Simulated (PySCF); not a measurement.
Species: C3H3O3 (charge -1).
Numbering: `[O:1]=[C:2]([O-:3])[C@H:4]1[CH2:5][O:6]1` (hydrogens: H7 on C4; H8, H9 on C5)

Torsions of this conformer, `[O:1]=[C:2]([O-:3])[C@H:4]1[CH2:5][O:6]1`: O1–C2–C4–C5 -34°.

The closed-shell ground state was solved at several levels (PySCF, density fitting, gas phase, non-relativistic). One conformer (not necessarily the lowest) at the PBE0-D3(BJ)/def2-SVP geometry, without solvent, vibrations or thermal averaging. The geometry's basis has no diffuse functions, a weakness for an anion. No diffuse functions stand in pcJ-1, pcSseg-1 and pcSseg-2, which bears on an anion's orbital energies.

| level | basis functions | total energy (Eh) | HOMO (eV) | LUMO (eV) | gap (eV) |
| --- | --- | --- | --- | --- | --- |
| B3LYP/pcJ-1 | 192 | -341.8154 | -0.99 | 5.36 | 6.35 |
| KT3/pcSseg-2 | 258 | -346.7889 | -0.12 | 3.54 | 3.66 |
| wB97X-D/def2-SVPD | 153 | -341.4716 | -3.74 | 5.92 | 9.66 |

**Question.** Estimate the row for PBE0/pcSseg-1, a basis of 117 functions; the other rows only guide the guess.

**Answer.** Total energy -341.4060 Eh, HOMO -1.30 eV, LUMO 5.66 eV, gap 6.96 eV.

**Question.** Over all these levels, which gives the widest orbital gap and which the narrowest?

**Answer.** wB97X-D/def2-SVPD (range-separated hybrid) has the widest, 9.66 eV, and KT3/pcSseg-2 (GGA) the narrowest, 3.66 eV. Functional and basis both differ between the two, so the spread mixes both effects.

wB97X-D is run here without its empirical dispersion term; that term would change no orbital, density or response property at a fixed geometry.
